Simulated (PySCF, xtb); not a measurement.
# Relative energy of two structures of CH2BLi

Structure I is a singlet given by its coordinates and structure II is `[Li][B]=C`, a singlet. Both are isolated molecules in the gas phase, relaxed with PBE0-D3(BJ)/def2-SVP.

I (Å):

```yaml
atoms:
  - { symbol: C, position_ang: [1.2873, -1.2971, 1.5946] }
  - { symbol: B, position_ang: [1.0279, -1.3249, 0.2845] }
  - { symbol: Li, position_ang: [-0.5744, -0.6184, 1.7021] }
  - { symbol: H, position_ang: [0.6868, -1.3075, -0.8587] }
  - { symbol: H, position_ang: [1.6953, -1.3514, 2.5970] }
```

Close contacts (Å): C1–B2 1.34, C1–Li3 1.98, B2–Li3 2.25, C1–H5 1.08, B2–H4 1.19.

II (Å):

```xyz
5

C     1.1902   -0.1395   -0.4905
B     0.0985   -0.3259    0.3810
Li   -1.5472   -0.6105    1.6836
H     2.1496    0.2786   -0.1593
H     1.1468   -0.4020   -1.5555
```

Problem. Estimate which is lower in electronic energy at CCSD(T)/def2-TZVPP, and by roughly how much.

Solution. The CCSD(T)/def2-TZVPP calculation puts structure I lower, by 19.0 kcal/mol.

How the difference moves with the method:

```csv
level,geometry,E(II) − E(I) (kcal/mol),departure from the last row (kcal/mol),"job, with rough time for the two"
GFN2-xTB,GFN2-xTB,+14.4,−4.6,"optimisation, 0.17 s"
HF/STO-3G,GFN2-xTB,+14.9,−4.1,"single point, 2 s"
r2SCAN-D4/def2-SVP,GFN2-xTB,+19.1,+0.1,"single point, 7.8 s"
PBE0-D3(BJ)/def2-SVP,PBE0-D3(BJ)/def2-SVP,+18.1,−0.9,"optimisation, 53 s"
HF/def2-TZVPP,PBE0-D3(BJ)/def2-SVP,+11.4,−7.6,part of the CCSD(T) run
MP2/def2-TZVPP,PBE0-D3(BJ)/def2-SVP,+23.3,+4.3,part of the CCSD(T) run
CCSD(T)/def2-TZVPP,PBE0-D3(BJ)/def2-SVP,+19.0,,"single point, 53 s"
```

The levels shown agree on the order. The largest departure from CCSD(T)/def2-TZVPP is that of HF/def2-TZVPP, 7.6 kcal/mol.

With thermal terms from frequencies at re-optimised GFN2-xTB minima (ideal gas, soft modes damped towards free rotors, one conformer each, 298.15 K, 1 atm): on the last row, ΔE + ΔZPE = +19.8, ΔH = +20.0, ΔG = +19.9 kcal/mol.

The correlated steps freeze 2 core orbitals; the last core shell of Li is correlated, in a basis made for valence electrons. Programs: PySCF 2.14.0, xtb 6.7.1; the last row on 2 threads of Intel(R) Xeon(R) Processor @ 2.70GHz on a shared host.
